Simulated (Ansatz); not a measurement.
Process, species as SMILES: CS (CH3-SH) → CH4S+ (doublet, bonded as CS) + e-
B3LYP-D3(BJ)/def2-TZVP geometries, fixed; electronic energies without zero-point terms.
Largest species:
```xyz
6

C     -0.0402     1.1565     0.0077
S     -0.0524    -0.6664    -0.0048
H      1.2792    -0.8404     0.0008
H     -1.0838     1.4664     0.0045
H      0.4371     1.5427     0.9058
H      0.4463     1.5550    -0.8800
```

Basis-set convergence of the adiabatic ionisation energy at HF with Ansatz (a program for electronic structure). Cartesian d functions, on some or all atoms, in 6-31+G*, 6-311G**, 6-311+G**; all else is spherical. Open shells are unrestricted. No added dispersion term, no relativity. Functions are those of the species that has most. Reference: the value in aug-pcseg-3, 8.269 eV, itself unsure by roughly 0.002 eV (its mean distance from aug-cc-pV(Q+d)Z, def2-QZVPPD, pcseg-3).

| basis | functions | adiabatic ionisation energy (eV) |
|---|---|---|
| STO-3G | 18 | 6.016 |
| pcseg-0 | 30 | 8.922 |
| 6-31+G* | 50 | 8.386 |
| def2-SVP | 52 | (withheld) |
| 6-311G** | 69 | 8.356 |
| 6-311+G** | 77 | 8.355 |
| def2-SVPD | 79 | (withheld) |
| aug-cc-pV(D+d)Z | 91 | (withheld) |
| def2-TZVPD | 119 | 8.272 |
| jun-cc-pV(T+d)Z | 143 | (withheld) |
| aug-pcseg-2 | 188 | 8.284 |
| cc-pV(Q+d)Z | 239 | 8.270 |
| aug-cc-pV(Q+d)Z | 353 | 8.272 |

### Question
Complete the blanks.

### Answer

- def2-SVP, adiabatic ionisation energy (eV): 8.346
- def2-SVPD, adiabatic ionisation energy (eV): 8.365
- aug-cc-pV(D+d)Z, adiabatic ionisation energy (eV): 8.305
- jun-cc-pV(T+d)Z, adiabatic ionisation energy (eV): 8.275
